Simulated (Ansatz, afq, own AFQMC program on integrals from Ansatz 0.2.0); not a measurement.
## H$_{2}$O, singlet in 6-31G, levels against full CI

```xyz
3

O     0.0000   -0.0720    0.0088
H     0.0000    0.6318   -0.9095
H     0.0000    0.5117    0.7703
```

Basis 6-31G. Noble-gas cores (and the filled d shells of Ga–Kr and In–Xe) are frozen. Ansatz 0.2.0 and our own AFQMC program on the same integrals; the CISD trial comes from CCSD amplitudes, and released means the phaseless constraint is let go. ± is one standard error of the sampling.

Determinant: RHF, the one that the program's search chose, which needn't be the lowest solution. The geometry is a point of a scan.

Full CI on the same integrals is exact in this basis and with this determinant's frozen core.

```
T1 diagnostic                               : 0.0092
weight of the determinant in the CISD state : 0.947
size of the correlated space                : 8 electrons in 12 orbitals
```

| level | correlation energy (eV) |
| --- | --- |
| MP2 | -3.7195 |
| CCSD | -3.9235 |
| CCSD(T) | -3.9618 |

Question: Estimate where phaseless AFQMC with a CISD trial lies against CCSD(T) on the same integrals.

Answer: 0.38 ± 0.19 kcal/mol below CCSD(T). The gap is under twice the noise, so this walk alone can't tell the two apart.

Reference: full CI, correlation energy -3.980 eV. The released energy is read at 2.40 1/Eh (meV from the phaseless value at times in 1/Eh: -4 ± 8 at 0.24, -5 ± 5 at 0.51, -5 ± 5 at 0.99, -8 ± 4 at 1.62, -1 ± 5 at 2.40).

```tsv
level	E − E(reference) (kcal/mol)	share of correlation (%)
CCSD(T)	0.41	99.55
CCSDT	0.35	99.62
CCSDT(Q)	-0.01	100.02
CCSDTQ	0.01	99.99
ph-AFQMC/HF	-1.71 ± 0.81	101.87
ph-AFQMC/CISD	0.03 ± 0.19	99.96
released AFQMC	0.02 ± 0.11	99.98
```

CCSDT and higher add their correlation energy to the determinant of the CCSD(T) run, since their own runs factorise the integrals more tightly (a shift of under 2 meV). A walk keeps the symmetry of its determinant, which the program's search chose and which needn't be the lowest solution, so a lower state of the same spin and another symmetry isn't excluded. Released energies are given only where the last usable release times agree within the noise; a slower fall can still hide under it.
